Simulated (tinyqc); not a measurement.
Hueckel theory of the pi electrons with the omega technique, for the molecule [CH2]C=C (SMILES; centres numbered as the heavy atoms are written), step by step. One step of it, computed by the program tinyqc.

Problem. Orbitals, round 1. Diagonalise; E = alpha + x beta with beta < 0, so the largest x are filled first; degenerate levels share their electrons. P = sum n_i c_ri c_si; each orbital has its largest coefficient positive (the first on a tie).

Hueckel matrix in units of beta (H = alpha + beta A):
```
          1C        2C        3C
1C  0.000000  1.000000  0.000000
2C  1.000000  0.000000  1.000000
3C  0.000000  1.000000  0.000000
```

pi electrons, sum of z_r less the charge = 3

Give: x values; occupations; coefficients; charge and bond-order matrix P.

Solution.

x values: 1.414  0.000  -1.414

occupations: 2.000  1.000  0.000

coefficients:
```
      MO1     MO2     MO3
1C  0.500   0.707  -0.500
2C  0.707   0.000   0.707
3C  0.500  -0.707  -0.500
```

charge and bond-order matrix P:
```
       1C     2C     3C
1C  1.000  0.707  0.000
2C  0.707  1.000  0.707
3C  0.000  0.707  1.000
```
